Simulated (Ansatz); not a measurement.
`CS(C)=O` + F• → `[CH2]S(C)=O`• + H–F at 500 K and 1 bar (hydrogen abstraction from a C–H bond).

Gas-phase electronic energies from Ansatz, PBE0-D4/def2-TZVP geometries. CCSD(T)/CBS adds triple-zeta CCSD(T) − MP2 to the extrapolated MP2 energy (def2 sets, frozen cores). This one scheme is used for every species, atoms too. Open shells (•) are unrestricted, without spin–orbit coupling. Spin–orbit coupling would lower the free atoms: a little for F.

```json
{"species": "`CS(C)=O`", "CCSD(T)/CBS energy (Eh)": "-552.63416", "H − E (kJ/mol)": "247.2", "S (J/(mol·K))": "359.3"}
{"species": "F•", "CCSD(T)/CBS energy (Eh)": "-99.66871", "H − E (kJ/mol)": "10.4", "S (J/(mol·K))": "171.2"}
{"species": "`[CH2]S(C)=O`•", "CCSD(T)/CBS energy (Eh)": "-551.95926", "H − E (kJ/mol)": "210.7", "S (J/(mol·K))": "365.8"}
{"species": "H–F", "CCSD(T)/CBS energy (Eh)": "-100.39570", "H − E (kJ/mol)": "39.4", "S (J/(mol·K))": "188.7"}
```

H − E and S are ideal-gas, rigid-rotor, harmonic terms from PBE0-D4/def2-TZVP, for one conformer and one mirror image of each species, with the whole ground term of open shells counted as degenerate. 1 Eh = 2625.50 kJ/mol, R = 8.31446 J/(mol·K).

By hand: ΔE, ΔH, ΔS and ΔG.

ΔE = (-551.95926) + (-100.39570) − (-552.63416) − (-99.66871) = -0.05209 Eh = -136.8 kJ/mol. Δ(H − E) = 210.7 + 39.4 − 247.2 − 10.4 = -7.5, so ΔH = -144.3 kJ/mol. ΔS = 365.8 + 188.7 − 359.3 − 171.2 = 24.0 J/(mol·K). ΔG = -144.3 − 500 × (24.0)/1000 = -156.3 kJ/mol.

By hand: the equilibrium constant, and the temperature at which ΔG would vanish if ΔH and ΔS stayed fixed.

log₁₀ K = −ΔG/(RT ln 10) = 16.3. ΔH and −TΔS have one sign here, so there is no such temperature.

ΔH outweighs TΔS. A doubt of 5 kJ/mol in ΔE shifts log₁₀ K by 0.5 here. Other conformers and mirror images would add mixing entropy, several J/(mol·K) or more a flexible species. These are equilibria of isolated gas molecules and say nothing of rates. Largest T1 diagnostic: 0.022 (customary marks: 0.02 for closed shells, 0.045 for open ones).
